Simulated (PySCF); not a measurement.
# C5H8: the cost of one run

Computed with PySCF 2.14.0 and routines of our own; the level stands in each step. Atoms count from 0.

## 1. The starting structure

13 atoms, charge 1, multiplicity 2; geometry from: GFN2-xTB.

## 2. Open-shell or spin-flip excitations: unrestricted TDA B3LYP/def2-SVPD

The job: settings as JSON, then the geometry in Å.

```
{"job": {"kind": "uabs", "xc": "B3LYP", "basis": "def2-SVPD", "nstates": 10, "tda": true}, "charge": 1, "multiplicity": 2}
C      1.874948     0.469385     0.512937
C      0.898166    -0.438641     0.351943
C      0.097922    -0.567131    -0.909591
C     -0.895847     0.422715    -0.379360
C     -1.968657     0.068940     0.347423
H      2.574164     0.394372     1.333519
H      2.046362     1.278786    -0.182078
H      0.659103    -1.147927     1.133886
H      0.614900    -0.213425    -1.796978
H     -0.307626    -1.564298    -1.055677
H     -0.713812     1.457121    -0.641899
H     -2.775358     0.766427     0.522375
H     -2.108652    -0.925836     0.745772
```

Level: unrestricted TDA B3LYP/def2-SVPD, vertical, gas phase, core orbitals frozen in the response.

Run with:

```console
OMP_NUM_THREADS=1 python excited_run.py task.json out
```

One launch serves the whole session: the jobs run in the order shown.

**Question.** How long does this first job take on 1 thread of AMD EPYC, shared host, and how much memory does it need?

About 60 s, with a peak of 0.55 GiB.
